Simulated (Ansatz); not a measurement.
# C2H3B (SMILES B=C=C): single points off equilibrium

An exercise on one series of results from a longer session: the logs are not shown, and one member is left open.

Program: Ansatz 0.2.0, Gaussian basis. Level of theory: single points in def2-TZVPP. These are calculated values, not measurements.

Correlated methods freeze the cores.

### Where the work starts

6 atoms, charge 0, spin multiplicity 1.

Atoms are counted from 1 here; the program's logs count them from 0.

Bond lengths: B1–C2 1.295 Å, B1–H4 1.248 Å, C2–C3 1.320 Å, C3–H6 1.219 Å. Angles: C2–B1–H4 173.4°, B1–C2–C3 172.1°, C2–C3–H6 123.8°.

As a file:

```xyz
6
charge 0, multiplicity 1
B    -1.4091   -0.0954   -0.6911
C    -0.2930    0.0869   -0.0598
C     0.8617    0.0913    0.5794
H    -2.4545   -0.1508   -1.3706
H     2.1718   -0.2432    0.0252
H     1.0276    0.5981    1.6754
```

The first run:

File run/in.yaml:

```yaml
crystal:
  periodic: [false, false, false]
  atoms:
    - {symbol: B, position_ang: [-1.409100, -0.095400, -0.691100]}
    - {symbol: C, position_ang: [-0.293000, 0.086900, -0.059800]}
    - {symbol: C, position_ang: [0.861700, 0.091300, 0.579400]}
    - {symbol: H, position_ang: [-2.454500, -0.150800, -1.370600]}
    - {symbol: H, position_ang: [2.171800, -0.243200, 0.025200]}
    - {symbol: H, position_ang: [1.027600, 0.598100, 1.675400]}
basis:
  gaussian: {orbitals: def2-TZVPP}
correlation: {method: ccsd_t}
output: {forces: true}
```

The command line of these runs was not kept.

Among the steps run: CCSD(T)/def2-TZVPP; PBE0-D4/def2-TZVPP; wB97M-V/def2-TZVPP; r2SCAN-D4/def2-TZVPP; PBE-D4/def2-TZVPP; r2SCANh-D4/def2-TZVPP; B97M-V/def2-TZVPP.

One of the session's tables, all rows but one given; the rest of the session is left out.

| method | RMS force component (eV/Å) | angle to CCSD(T) forces (°) | dipole (D) |
| --- | --- | --- | --- |
| CCSD(T) | 2.567 | reference | 0.43 |
| PBE0-D4 | ? | ? | ? |
| wB97M-V | 2.486 | 5.4 | 0.44 |
| r2SCAN-D4 | 2.457 | 6.0 | 0.47 |
| PBE-D4 | 2.419 | 4.6 | 0.50 |
| r2SCANh-D4 | 2.473 | 6.5 | 0.46 |
| B97M-V | 2.438 | 7.9 | 0.43 |

**Question.** Estimate the row for PBE0-D4.

**Answer.** RMS force component (eV/Å): 2.471; angle to CCSD(T) forces (°): 6.0; dipole (D): 0.47. In the column «RMS force component (eV/Å)» it lies between r2SCAN-D4 (2.457) and r2SCANh-D4 (2.473).
